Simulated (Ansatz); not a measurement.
We consider rutile MnF2, described by PBE0 in Ansatz (plane waves, PAW).

Settings: plane-wave cutoff 520 eV, 4×4×6 k mesh (along the axes of the cell as run), Fermi–Dirac smearing 0.01 eV, spin-polarised with opposed moments, scalar-relativistic PAW data made under PBE.

Starting structure:

```xyz
6
Lattice="4.8700 0.0000 0.0000 0.0000 4.8700 0.0000 0.0000 0.0000 3.3100" Properties=species:S:1:pos:R:3 pbc="T T T"
Mn     0.0000     0.0000     0.0000
Mn     2.4350     2.4350     1.6550
F      1.4853     1.4853     0.0000
F      3.9204     0.9497     1.6550
F      0.9497     3.9204     1.6550
F      3.3846     3.3846     0.0000
```

Question: Into what structure does the relaxation of cell and atoms lead at this level, with the symmetry of the start kept?

Answer: The volume rises by 1.2 %; final space group P4_2/mnm.
```xyz
6
Lattice="4.9018 0.0000 0.0000 0.0000 4.9018 0.0000 0.0000 0.0000 3.3070" Properties=species:S:1:pos:R:3 pbc="T T T"
Mn     0.0000     0.0000     0.0000
Mn     2.4509     2.4509     1.6535
F      1.4934     1.4934     0.0000
F      3.9443     0.9575     1.6535
F      0.9575     3.9443     1.6535
F      3.4085     3.4085     0.0000
```

Ansatz is a quantum-chemistry and plane-wave program.
